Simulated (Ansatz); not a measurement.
Ansatz (a program for electronic structure) input (B3LYP/cc-pVDZ):

Ansatz 0.2 input:
```yaml
crystal:
  periodic: [false, false, false]
  atoms:
    - {symbol: C, position_ang: [-0.01154166, -0.76556749, 0.93697059]}
    - {symbol: C, position_ang: [-0.00055164, 0.59711357, 0.84098915]}
    - {symbol: C, position_ang: [-0.00224906, -0.80264408, -0.63844868]}
    - {symbol: C, position_ang: [0.00981811, 0.75689114, -0.66431055]}
    - {symbol: H, position_ang: [0.00073468, 1.37849926, 1.61112035]}
    - {symbol: H, position_ang: [-0.88855296, -1.26186408, -1.10165642]}
    - {symbol: H, position_ang: [0.88250307, -1.27538941, -1.09089155]}
    - {symbol: H, position_ang: [0.90183037, 1.21523446, -1.12950488]}
    - {symbol: H, position_ang: [-0.86936967, 1.22876090, -1.14027063]}
basis:
  gaussian:
    orbitals: cc-pVDZ
hamiltonian:
  xc: {name: B3LYP}
total_charge: -1
output: {forces: true}
```

Question: Predict the final energy.

Answer: -155.30667 Eh.
